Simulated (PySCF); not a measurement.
# BH⁺: basis, grid and Hamiltonian

Which parts of the numerical set-up matter for BH⁺? Each run edits the base script.

The runs use PySCF 2.14.0; each script names its method and basis.

2 further runs of the same task are left out: 2 that didn't finish.

### Step 1. Starting geometry

BH⁺: 2 atoms, charge 1, spin multiplicity 2.

Bond lengths: B1–H2 1.420 Å.

### Step 2. Base script

Input file input.py:

```python
from pyscf import gto, dft, tdscf

mol = gto.M(
    atom='B 0 0 0; H 0 0 1.42',
    basis='sbkjc',
    ecp={'B': 'sbkjc'},
    charge=1,
    spin=1,
    symmetry=True,
    verbose=4,
)
mf = dft.UKS(mol, xc='tpssh')
mf.kernel()
td = tdscf.TDA(mf)
td.nstates = 4
td.kernel()
td.analyze(verbose=3)
mf.dip_moment()
print('orbital energies (hartree):', [e[max(0, n-3):n+3].round(4) for e, n in zip(mf.mo_energy, mol.nelec)])
```

Launch:

```sh
python input.py
```

The log of this run is left out.

It gives: E(SCF) = -2.872390 Eh, 8 cycles, ⟨S²⟩ = 0.761, excitations 4.03, 4.03, 7.45, 7.69 eV.

The bond length is a typed value, not an optimised one. The dipole of an ion depends on the origin.

### Step 3. 6-31+g* (core potential off)

Edit 1 changes basis set: sbkjc → 6-31+g*; core potential: on → off. The core potential changes with it: totals don't compare.

Input file input.py:

```python
from pyscf import gto, dft, tdscf

mol = gto.M(
    atom='B 0 0 0; H 0 0 1.42',
    basis='6-31+g*',
    charge=1,
    spin=1,
    symmetry=True,
    verbose=4,
)
mf = dft.UKS(mol, xc='tpssh')
mf.kernel()
td = tdscf.TDA(mf)
td.nstates = 4
td.kernel()
td.analyze()
mf.dip_moment()
print('orbital energies (hartree):', [e[max(0, n-3):n+3].round(4) for e, n in zip(mf.mo_energy, mol.nelec)])
```

Launch:

```sh
python input.py
```

### Step 4. Integration grid 6

Edit 2 changes integration grid: default → 6.

input.py, as its differences from that of step 2:

```diff
@@ -12,2 +12,3 @@
 mf = dft.UKS(mol, xc='tpssh')
+mf.grids.level = 6
 mf.kernel()
```

### Step 5. Core potential off

Edit 3 changes core potential: on → off. The core potential changes with it: totals don't compare.

input.py, as its differences from that of step 2:

```diff
@@ -5,3 +5,2 @@
     basis='sbkjc',
-    ecp={'B': 'sbkjc'},
     charge=1,
@@ -16,3 +15,3 @@
 td.kernel()
-td.analyze(verbose=3)
+td.analyze()
 mf.dip_moment()
```

### Step 6. 6-311++g** (core potential off)

Edit 4 changes basis set: sbkjc → 6-311++g**; core potential: on → off. The core potential changes with it: totals don't compare.

input.py, as its differences from that of step 2:

```diff
@@ -4,4 +4,3 @@
     atom='B 0 0 0; H 0 0 1.42',
-    basis='sbkjc',
-    ecp={'B': 'sbkjc'},
+    basis='6-311++g**',
     charge=1,
@@ -16,3 +15,3 @@
 td.kernel()
-td.analyze(verbose=3)
+td.analyze()
 mf.dip_moment()
```

What does the calculation give? Wanted: for each run, E(SCF); from base; gap, α spin; after the SCF.

**Answer**, as computed:

```csv
run,E(SCF) (hartree),from base (eV),cycles,"gap, α spin (eV)",functions,after the SCF
base,-2.872390,0,8,5.80,10,lowest root found 4.03 eV
6-31+g* (core potential off),-24.930047,not comparable,9,5.28,20,lowest root found 3.77 eV
integration grid 6,-2.872379,+0.0003,39,5.88,10,lowest root found 4.10 eV
core potential off (poor choice),-8.968084,not comparable,9,1.94,10,lowest root found 0.15 eV
6-311++g** (core potential off),-24.935388,not comparable,9,5.28,29,lowest root found 3.77 eV
```

What this shows: The dearest run is “integration grid 6”, at 12 s against 2 s. Rows marked «poor choice» come from settings spoiled on purpose.
